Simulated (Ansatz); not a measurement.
Reaction (SMILES): O=C=S + 4 [H][H] (H2) → C (CH4) + O (H2O) + S (H2S)
B3LYP-D3(BJ)/def2-TZVP geometries, fixed; electronic energies without zero-point terms.
Largest species:
```xyz
5

C      0.0000     0.0000     0.0000
H      0.6205     0.6269     0.6390
H     -0.6429    -0.6249     0.6185
H      0.6369    -0.6328    -0.6166
H     -0.6146     0.6308    -0.6409
```

Energies in hartree at CCSD(T) with Ansatz (an electronic-structure program); the energy of full hydrogenation is their sum with the coefficients shown, times 627.509 kcal/mol a hartree. All functions are spherical. Cores are frozen. No added dispersion term, no relativity.

```json
[
 {"species": "O=C=S", "coefficient": "-1", "part": "Hartree-Fock", "cc-pV(D+d)Z": "-510.29551", "cc-pV(T+d)Z": "-510.34174", "cc-pV(Q+d)Z": "-510.35367"},
 {"species": "O=C=S", "coefficient": "-1", "part": "correlation", "cc-pV(D+d)Z": "-0.46358", "cc-pV(T+d)Z": "-0.57994", "cc-pV(Q+d)Z": "-0.61866"},
 {"species": "[H][H] (H2)", "coefficient": "-4", "part": "Hartree-Fock", "cc-pV(D+d)Z": "-1.12874", "cc-pV(T+d)Z": "-1.13293", "cc-pV(Q+d)Z": "-1.13342"},
 {"species": "[H][H] (H2)", "coefficient": "-4", "part": "correlation", "cc-pV(D+d)Z": "-0.03475", "cc-pV(T+d)Z": "-0.03941", "cc-pV(Q+d)Z": "-0.04037"},
 {"species": "C (CH4)", "coefficient": "+1", "part": "Hartree-Fock", "cc-pV(D+d)Z": "-40.19870", "cc-pV(T+d)Z": "-40.21333", "cc-pV(Q+d)Z": "-40.21615"},
 {"species": "C (CH4)", "coefficient": "+1", "part": "correlation", "cc-pV(D+d)Z": "-0.18838", "cc-pV(T+d)Z": "-0.22477", "cc-pV(Q+d)Z": "-0.23474"},
 {"species": "O (H2O)", "coefficient": "+1", "part": "Hartree-Fock", "cc-pV(D+d)Z": "-76.02645", "cc-pV(T+d)Z": "-76.05675", "cc-pV(Q+d)Z": "-76.06441"},
 {"species": "O (H2O)", "coefficient": "+1", "part": "correlation", "cc-pV(D+d)Z": "-0.21457", "cc-pV(T+d)Z": "-0.27536", "cc-pV(Q+d)Z": "-0.29531"},
 {"species": "S (H2S)", "coefficient": "+1", "part": "Hartree-Fock", "cc-pV(D+d)Z": "-398.69871", "cc-pV(T+d)Z": "-398.71493", "cc-pV(Q+d)Z": "-398.71899"},
 {"species": "S (H2S)", "coefficient": "+1", "part": "correlation", "cc-pV(D+d)Z": "-0.17324", "cc-pV(T+d)Z": "-0.22322", "cc-pV(Q+d)Z": "-0.23827"}
]
```

Task: Predict the energy of full hydrogenation in cc-pV(5+d)Z (X = 5): let each Hartree-Fock step shrink by the ratio of the last two, and fit each correlation energy at X = 3 and 4 to E + A/X^3. Compare with the run.

Result: 
- O=C=S: steps -0.04623 and -0.01193, ratio 0.258, so Hartree-Fock -510.35675 (run: -510.35615); A = (-0.57994 - (-0.61866))/(1/27 - 1/64) = 1.8083, correlation -0.61866 - A/64 + A/125 = -0.63245 (run: -0.63230).
- [H][H] (H2): steps -0.00419 and -0.00049, ratio 0.117, so Hartree-Fock -1.13348 (run: -1.13357); A = (-0.03941 - (-0.04037))/(1/27 - 1/64) = 0.0448, correlation -0.04037 - A/64 + A/125 = -0.04071 (run: -0.04065).
- C (CH4): steps -0.01463 and -0.00282, ratio 0.193, so Hartree-Fock -40.21669 (run: -40.21689); A = (-0.22477 - (-0.23474))/(1/27 - 1/64) = 0.4656, correlation -0.23474 - A/64 + A/125 = -0.23829 (run: -0.23765).
- O (H2O): steps -0.03030 and -0.00766, ratio 0.253, so Hartree-Fock -76.06635 (run: -76.06667); A = (-0.27536 - (-0.29531))/(1/27 - 1/64) = 0.9317, correlation -0.29531 - A/64 + A/125 = -0.30241 (run: -0.30231).
- S (H2S): steps -0.01622 and -0.00406, ratio 0.250, so Hartree-Fock -398.72001 (run: -398.71979); A = (-0.22322 - (-0.23827))/(1/27 - 1/64) = 0.7029, correlation -0.23827 - A/64 + A/125 = -0.24363 (run: -0.24304).
Predicted -63.64 kcal/mol; the run in cc-pV(5+d)Z gives -63.39, a miss of -0.25. Keeping the value in cc-pV(Q+d)Z, -62.99, would miss by 0.40. All sums are of the energies as printed.
